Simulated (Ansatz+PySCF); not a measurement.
Results of a calculation; reference values are marked as such.
## Ansatz (development build ahead of 0.2.0) run

```yaml
crystal:
  periodic: [false, false, false]
  atoms:
    - { symbol: S, position_ang: [0.0, 0.0, 0.0] }
    - { symbol: H, position_ang: [2.03249, 0.0, 1.17346] }
    - { symbol: H, position_ang: [-1.6168, 0.0, 0.93346] }
basis:
  gaussian: { orbitals: "6-31G" }
total_charge: -1
magnetization:
  initial_magnetization: 1
hamiltonian:
  xc: hf
correlation:
  method: fci
  frozen_orbitals: { H: 0, S: 5 }
```

The input is written out in the form of the current development build from the run's settings.

The run gave:

| Item | Value |
| --- | --- |
| Converged | yes |
| Total energy | -398.60716 hartree |
| State | lowest doublet root, of any spatial symmetry |

Caution: no diffuse functions for an anion.
